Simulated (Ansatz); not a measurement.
A run on CH5BO (`BCO`) with other settings.

```yaml
crystal:
  periodic: [false, false, false]
  atoms:
    - {symbol: B, position_ang: [-0.513745, 0.302488, -0.663666]}
    - {symbol: C, position_ang: [0.596617, 0.351170, 0.418547]}
    - {symbol: O, position_ang: [0.228310, -1.042019, 0.007726]}
    - {symbol: H, position_ang: [-0.224461, 0.381965, -1.819190]}
    - {symbol: H, position_ang: [-1.658071, 0.351807, -0.309892]}
    - {symbol: H, position_ang: [0.383828, 0.517622, 1.470816]}
    - {symbol: H, position_ang: [1.642989, 0.496275, 0.171740]}
    - {symbol: H, position_ang: [-0.363367, -1.416507, 0.668220]}
basis:
  gaussian: {orbitals: "6-31G*"}
total_charge: 1
magnetization: {spin_polarized: true, initial_magnetization: 1}
hamiltonian: {xc: {name: PBE}, dispersion: d4}
output: {forces: true}
```

```sh
$ ansatz run in.yaml --threads 2 --pin off --events-out ev --progress --plain --max-ram 4352MiB
```

Shortened log:

```
Functional definition: PBE
671 factors; their error is unknown
mean field evaluation 1: about -3811.4048 eV, gradient 5.7e1 eV
mean field evaluation 2: about -3747.2444 eV, gradient 1.2e2 eV
mean field evaluation 4: about -3822.7081 eV, gradient 1.9e1 eV
mean field evaluation 8: about -3825.1096 eV, gradient 7.9e-1 eV
mean field evaluation 16: about -3825.0648 eV, gradient 1.8e-3 eV
mean field -3825.06478622 eV, -140.5685381714 hartree, gradient 4.3e-5 eV, S^2 0.752385; 3 other end points of the search recorded, 0 dependent functions left out
reference -3825.06480651 eV, -140.5685389173 hartree; 12, 11 occupied and 43, 44 virtual orbitals, 671 factors
Total energy: -3825.13512826 eV, -140.5711231939 hartree
Atom 0 at    -0.513745     0.302488    -0.663666 Å, force    -2.816834    -1.005569    -0.035615 eV/Å
Atom 1 at     0.596617     0.351170     0.418547 Å, force     3.546769    -1.663704     0.932329 eV/Å
Atom 2 at     0.228310    -1.042019     0.007726 Å, force     0.123416     2.033056    -0.369046 eV/Å
Atom 3 at    -0.224461     0.381965    -1.819190 Å, force     0.680784     0.979892    -0.817061 eV/Å
Atom 4 at    -1.658071     0.351807    -0.309892 Å, force    -0.304541    -0.366752    -0.594468 eV/Å
Atom 5 at     0.383828     0.517622     1.470816 Å, force    -0.699229     0.647981     0.346124 eV/Å
Atom 6 at     1.642989     0.496275     0.171740 Å, force     0.334625     0.296573    -0.466019 eV/Å
Atom 7 at    -0.363367    -1.416507     0.668220 Å, force    -0.864989    -0.921478     1.003756 eV/Å
Dipole moment:    -0.061565     0.047032     0.296545 e Å
```

It took 1.6 s on 2 threads of an Arm Neoverse V2 on a shared host, with 0.11 GiB of host memory at the peak.
